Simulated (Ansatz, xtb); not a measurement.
# Relaxing a trial structure of CH6N2O

The starting geometry of this gas-phase singlet was built from a drawn formula by distance geometry and a force field; its bonds are those of `[CH2-][N@H+](N)O`.

```xyz
10

C    -0.4570    0.0937    0.3790
N     0.0775   -1.0442   -0.3216
N     1.3712   -1.2652    0.1972
O     0.2644   -0.7539   -1.6769
H    -1.1641   -0.0511    1.2134
H    -0.2684    1.1142   -0.0060
H    -0.5204   -1.8452   -0.1757
H     1.4106   -1.5127    1.2120
H     2.0307   -0.4653    0.1464
H     0.7353   -1.4844   -2.0539
```

Q: Predict what becomes of its bonds when it is optimised with r2SCAN-D4/def2-SVP.

A: It loosens into CH4N2 + H2O, which stay close as a complex. Contacts that open: N2–O4 (1.40 → 2.72 Å), N3–H9 (1.04 → 1.87 Å). Contacts that close: O4–H9 (2.55 → 0.99 Å).

The energy falls by 4.56 eV over 27 steps:

| step | E − E(last) (eV) |
| --- | --- |
| 1 | 4.565 |
| 4 | 2.918 |
| 7 | 2.421 |
| 10 | 2.163 |
| 13 | 1.751 |
| 15 | 0.848 |
| 18 | 0.398 |
| 21 | 0.013 |
| 24 | 0.000 |
| 27 | 0.000 |

Final geometry (Å):

```xyz
10

C    -0.7180    0.0513    1.0334
N     0.1620   -0.4888    0.2169
N     1.4304   -0.7726    0.3129
O     0.8558   -1.5088   -2.2024
H    -1.7384    0.1757    0.6754
H    -0.4021    0.3637    2.0305
H    -0.1619   -0.7722   -0.7311
H     1.7512   -0.4749    1.2428
H     1.4961   -1.3141   -1.4759
H     0.8048   -2.4735   -2.1885
```

From the same start GFN2-xTB ends elsewhere, in pieces: CH5N2 + HO.

The end wasn't checked by frequencies. Run with Ansatz 0.2.0, 22 s on 2 threads of Intel(R) Xeon(R) 6975P-C (Granite Rapids), on a shared host.
